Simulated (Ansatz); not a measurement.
# P2+ (doublet): geometry and vibrations

Aim: relax P2+ (doublet) from a cheap starting geometry, then compute its harmonic vibrations to see whether it is a minimum and to get the zero-point energy and entropy, and look at its orbitals and charge.

Program: Ansatz 0.2.0, Gaussian basis. Level of theory: UKS PBE0-D4/def2-TZVP. These are calculated values, not measurements.

The runs, in order: relaxation at PBE0-D4/def2-TZVP; harmonic vibrations at the same level; a single point in def2-TZVPP for the fields.

**1. The starting structure**

SMILES `P#[P+]`, 2 atoms, charge 1, spin multiplicity 2.

Atoms are counted from 1 here; the program's logs count them from 0.

Bond lengths: P1–P2 1.970 Å.

The start is a GFN2-xTB geometry.

**2. Relaxation at PBE0-D4/def2-TZVP**

File in.yaml:

```yaml
crystal:
  periodic: [false, false, false]
  atoms:
    - {symbol: P, position_ang: [-0.836870, 0.299830, -0.423840]}
    - {symbol: P, position_ang: [0.836870, -0.299830, 0.423840]}
basis:
  gaussian: {orbitals: def2-TZVP}
total_charge: 1
magnetization: {spin_polarized: true, initial_magnetization: 1}
hamiltonian: {xc: pbe0, dispersion: d4}
relax: {f_tol: 0.005, max_steps: 150}
```

The run is started by

```
$ ansatz run in.yaml --threads 2 --pin off --events-out ev --progress --plain --max-ram 32768MiB --backend cpu
```

The runs that follow: Force constants and modes; A single point for the fields.

**Question.** What will the summary of the whole plan be? Wanted: point group; shift from the start; total energy; dispersion term; wavenumber; HOMO, LUMO.

The runs gave:

```
                  quantity              value
               point group                D∞h
                     steps                  3
shift from the start (rms)            0.002 Å
              total energy     -18560.0356 eV
           dispersion term            -34 meV
                wavenumber           728 cm⁻¹
   HOMO, LUMO (alpha spin)  -15.18, -10.33 eV
```

In words: The atoms moved 0.002 Å (rms) from the start; P1–P2 went from 1.970 to 1.966 Å. All wavenumbers are real, so the end point is a minimum. The stiffest mode, 728 cm⁻¹, is a P–P stretch. The largest Mulliken charge, +0.50 e, sits on P2. The alpha HOMO lies mostly on P1, P2 about 50 % each and the LUMO on P1, P2 about 50 % each. The unpaired spin sits mainly on P1, P2 about 50 % each.
